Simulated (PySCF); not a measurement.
Highest orbital energy against ionisation energy along group 13

Calculated with PySCF 2.14, no spin-orbit coupling. Each cell gives −ε(HOMO) / ΔSCF in eV; NIST values include spin-orbit coupling, (s) semi-empirical, (t) theoretical.

```tsv
species	UHF	LDA	PBE	PBE0	r2SCAN	NIST (lowest levels)
B (aug-cc-pV5Z, non-relativistic)	8.676 / 8.043	4.113 / 8.648	4.173 / 8.675	5.376 / 8.648	4.587 / 8.772	8.298
Al (aug-cc-pV(5+d)Z, non-relativistic)	5.946 / 5.609	3.014 / 6.037	3.096 / 6.080	3.910 / 6.099	3.349 / 6.182	5.986
Ga (aug-cc-pV5Z-PP with ECP10MDF, ECP)	5.830 / 5.536	2.916 / 6.012	2.929 / 5.940	3.754 / 5.966	3.180 / 6.102	5.999
In (aug-cc-pV5Z-PP with ECP28MDF, ECP)	5.488 / 5.220	2.858 / 5.720	2.830 / 5.596	3.598 / 5.625	3.059 / 5.724	5.786
```

Task: How far is −ε(HOMO) from ΔSCF on average for each method, and why?

Result: UHF 0.38 eV; LDA -3.38 eV; PBE -3.32 eV; PBE0 -2.42 eV; r2SCAN -3.15 eV. Hartree-Fock orbital energies lack relaxation and so exceed the ΔSCF value; semilocal functionals have convex E(N) from self-interaction, so their HOMO lies far too high; exact exchange moves hybrids part of the way back.
